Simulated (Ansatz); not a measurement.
```yaml
crystal:
  periodic: [false, false, false]
  atoms:
    - {symbol: Ru, position_ang: [-0.259671, -0.001045, -0.000527]}
    - {symbol: C, position_ang: [1.785673, 0.007184, 0.003623]}
    - {symbol: H, position_ang: [2.376315, 0.925252, 0.002174]}
    - {symbol: H, position_ang: [2.383672, -0.906103, 0.007484]}
basis:
  gaussian: {orbitals: def2-TZVP}
magnetization: {spin_polarized: true, initial_magnetization: 4}
hamiltonian: {xc: pbe0}
relax: {f_tol: 0.004, max_steps: 80}
```

```sh
$ ansatz run in.yaml --threads 1 --pin off --events-out ev --progress --plain --max-ram 2176MiB
```

Steps of the relaxation (energy above the last step; positions in Å, forces in eV/Å):

```
4
step 1, 183.3 meV
Ru   -0.260   -0.001   -0.001    1.880   -0.060    0.004
C     1.786    0.007    0.004   -1.490    0.170   -0.004
H     2.376    0.925    0.002   -0.155   -0.016    0.000
H     2.384   -0.906    0.007   -0.235   -0.094    0.000
```

```
4
step 2, 23.5 meV
Ru   -0.168   -0.015    0.000    0.746   -0.043    0.002
C     1.767    0.020    0.004   -0.603    0.142   -0.002
H     2.358    0.936    0.002   -0.044   -0.031    0.000
H     2.330   -0.915    0.007   -0.099   -0.068    0.000
```

```
4
step 3, 2.0 meV
Ru   -0.118   -0.029    0.000   -0.199   -0.044    0.000
C     1.757    0.032    0.003    0.214    0.106    0.000
H     2.353    0.942    0.002    0.012   -0.019    0.000
H     2.294   -0.919    0.007   -0.027   -0.043    0.000
```

```
4
step 4, 0.4 meV
Ru   -0.125   -0.033    0.000   -0.018   -0.024    0.000
C     1.760    0.035    0.003    0.033    0.066    0.000
H     2.359    0.943    0.002    0.004   -0.020    0.000
H     2.292   -0.919    0.007   -0.018   -0.022    0.000
```

```
4
step 7, 0.0 meV
Ru   -0.124   -0.042    0.000    0.000    0.000    0.000
C     1.760    0.042    0.003    0.001    0.001    0.000
H     2.368    0.943    0.002   -0.001    0.000    0.000
H     2.281   -0.919    0.007    0.000    0.000    0.000
```

Close pairs at the end: C2–H3 1.087 Å, C2–H4 1.094 Å, Ru1–C2 1.886 Å.

A stationary point of unrestricted PBE0 after 7 steps, with ⟨S²⟩ = 6.011 against 6.00 for a pure state; no frequencies were run, so it isn't proven a minimum. 81 s on 1 thread of Arm Neoverse V2, shared host.
